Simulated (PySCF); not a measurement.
## Which basis set comes closest?

Molecule: SMILES O=P([O-])([O-])[O-], [O4P]3-.

Atoms are numbered as in `[O:1]=[P:2]([O-:3])([O-:4])[O-:5]`.

Geometry PBE0-D3(BJ)/def2-SVP throughout; GIAO in PySCF 2.14.0 with density-fitted response routines, gas phase, one conformer, non-relativistic; equivalent atoms averaged; functional PBE0.

Reference values (measured; NMR Tables: representative 31P chemical shifts referenced to 85 % H3PO4 (instrument maker's almanac)): δ(P2) = 6.0 ppm vs 85 % H3PO4. Computed shifts are taken against H3PO4, calculated as an isolated molecule at each level.

Problem. How do the basis sets pcSseg-0, cc-pVDZ, aug-cc-pVDZ, cc-pVTZ, IGLO-III perform against the reference? Times are CPU seconds on 1 thread of an Arm Neoverse V1, shared host.

Solution. 
```csv
basis set,functions,P2,abs. error P,core-s
pcSseg-0,49,23.6,17.6,2
cc-pVDZ,74,25.0,19.0,3.3
aug-cc-pVDZ,119,33.2,27.2,6.5
cc-pVTZ,154,32.5,26.5,7.7
IGLO-III,184,33.8,27.8,8.9
```

For ³¹P the closest is pcSseg-0 (17.6 ppm) and the furthest IGLO-III (27.8 ppm). Where a smaller basis beats a larger one, errors probably cancel. One molecule is a small sample, and vibrational and solvent effects are absent from the calculation.

A small basis that lands close on one nucleus may do so by chance; judge by the trend and by all nuclei.
